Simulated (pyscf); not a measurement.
Routes from F–SiH₃ (SMILES F[SiH3]) + H₂O (SMILES O)

Candidate steps break at most two bonds and form at most two. Each was searched with GFN2-xTB (tblite) first. Single points on ωB97X-D3(BJ)/def2-SVP structures (PySCF, gas phase). Correlated levels are frozen-core, on RHF or UHF. ΔMP2 is the change of the MP2 total energy from the triple- to the quadruple-zeta basis. Energies: CCSD(T)/def2-TZVPP + ΔMP2(QZVPP), eV, from the separated reactants, singlet surface.

| products | type | ΔE‡ | ΔE | ΔG‡ 298 K | ΔG‡ 900 K | ν‡ (cm⁻¹) |
|---|---|---|---|---|---|---|
| HO–SiH₃ + HF | four-centre exchange | 1.24 | +0.45 | 1.64 | 2.52 | 669i |
| F–SiH₃ + H₂O | four-centre exchange | 3.18 | 0.00 | 3.49 | 4.22 | 1364i |

Row 1: On the product side the descent ends in a complex, 0.33 eV under the separated species and 0.99 eV under the saddle at ωB97X-D3(BJ)/def2-TZVP. 

Plain bond fissions and candidates not yet searched are not listed, and one of them may be faster. Each barrier is that of the saddle found; lower ones may exist. The CCSD(T) − MP2 part came from Ansatz, without density fitting, on the same reference.
